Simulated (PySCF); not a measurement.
Reaction (SMILES): OCl (OH-Cl) + H+ → Cl[OH2+]
B3LYP-D3(BJ)/def2-TZVP geometries, fixed; electronic energies without zero-point terms; positive where energy is released.

Basis-set convergence of the proton affinity at M06-2X with PySCF. All functions are spherical. Density fitting with generated auxiliary sets. The proton sits at the site shown, which need not be the one that binds it best. No added dispersion term, no relativity. Functions are those of the species that has most. Reference: the value in def2-QZVPPD, 158.68 kcal/mol, itself unsure by roughly 0.27 kcal/mol (its mean distance from pcseg-3, def2-QZVPP, cc-pV(Q+d)Z). Deviations are taken from unrounded values.

```tsv
basis	functions
pcseg-1	42
aug-pcseg-1	68
pcseg-2	92
aug-pcseg-2	142
pcseg-3	190
```

Task: Which is the smallest pcseg set listed that can be trusted to 2 kcal/mol here, that is, within that of the reference together with its larger relatives (same family, alike in diffuse functions; a set with none to test it counts only in the reference's own line)?

Result: The smallest set listed that lies within 2 kcal/mol of the reference with all its larger relatives (same family, alike in diffuse functions; a set with none counts only in the reference's own line) is pcseg-2 (92 functions, -0.13 kcal/mol off). Inside, with no larger relative to test it: aug-pcseg-2. Value minus reference: pcseg-1 -3.78, aug-pcseg-1 -2.72, pcseg-2 -0.13, aug-pcseg-2 0.16, pcseg-3 0.10 kcal/mol.
